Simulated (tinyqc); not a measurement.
CCSD on RHF in the sto-3g basis, frozen core, for LiH, spin multiplicity 1, step by step. One step of it, computed by the program tinyqc.

Problem. Orthogonalisation. S = U s U^T; symmetric (Loewdin) form X = U s^(-1/2) U^T, so that X^T S X = 1.

overlap S:
```
           1Li 1s    1Li 2s   1Li 2px   1Li 2py   1Li 2pz     2H 1s
1Li 1s   1.000000  0.241137  0.000000  0.000000  0.000000  0.074779
1Li 2s   0.241137  1.000000  0.000000  0.000000  0.000000  0.409022
1Li 2px  0.000000  0.000000  1.000000  0.000000  0.000000  0.000000
1Li 2py  0.000000  0.000000  0.000000  1.000000  0.000000  0.000000
1Li 2pz  0.000000  0.000000  0.000000  0.000000  1.000000  0.522791
2H 1s    0.074779  0.409022  0.000000  0.000000  0.522791  1.000000
```

Give: eigenvalues of S; X.

Solution.

eigenvalues of S: 0.3316  0.7983  1.0000  1.0000  1.1679  1.7022

X:
```
          1Li 1s   1Li 2s  1Li 2px  1Li 2py  1Li 2pz    2H 1s
1Li 1s    1.0230  -0.1277   0.0000   0.0000  -0.0032   0.0029
1Li 2s   -0.1277   1.1191   0.0000   0.0000   0.1222  -0.2941
1Li 2px   0.0000   0.0000   1.0000   0.0000   0.0000   0.0000
1Li 2py   0.0000   0.0000   0.0000   1.0000   0.0000   0.0000
1Li 2pz  -0.0032   0.1222   0.0000   0.0000   1.1551  -0.3740
2H 1s     0.0029  -0.2941   0.0000   0.0000  -0.3740   1.2503
```
